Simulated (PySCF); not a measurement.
# Helium: a sound run and one with changed settings

Sound run: He 1s2, He⁺ 1s1. Computed with PySCF 2.14 in aug-cc-pVDZ-DK, with the spin-free X2C one-electron Hamiltonian (Gaussian nucleus). The sound run starts from symmetry-adapted Hartree-Fock orbitals and uses a fine grid where one is needed.

A second run was set up differently.

```json
{"species": "He", "method": "UHF", "sound run (hartree)": "-2.85580", "changed run (hartree)": "-2.85580", "converged": "yes"}
{"species": "He", "method": "B3LYP", "sound run (hartree)": "-2.90920", "changed run (hartree)": "-2.91231", "converged": "yes"}
{"species": "He", "method": "PBE", "sound run (hartree)": "-2.88706", "changed run (hartree)": "-2.89087", "converged": "yes"}
{"species": "He⁺", "method": "UHF", "sound run (hartree)": "-1.99446", "changed run (hartree)": "-1.99446", "converged": "yes"}
{"species": "He⁺", "method": "B3LYP", "sound run (hartree)": "-1.99365", "changed run (hartree)": "-1.99591", "converged": "yes"}
{"species": "He⁺", "method": "PBE", "sound run (hartree)": "-1.98880", "changed run (hartree)": "-1.99215", "converged": "yes"}
```

Ionisation energy of He:

| method | sound run (eV) | changed run (eV) |
| --- | --- | --- |
| UHF | 23.438 | 23.438 |
| B3LYP | 24.914 | 24.937 |
| PBE | 24.443 | 24.456 |

Task: What was changed?
A. level shift left on
B. all electrons correlated in a valence basis
C. a valence shell is frozen
D. radial grid too coarse

Result: D. It used radial step 0.8 in ln r (0.13 in the sound run). A coarse radial grid mis-integrates the density and the exchange-correlation energy, with errors of either sign; Hartree-Fock needs no grid.
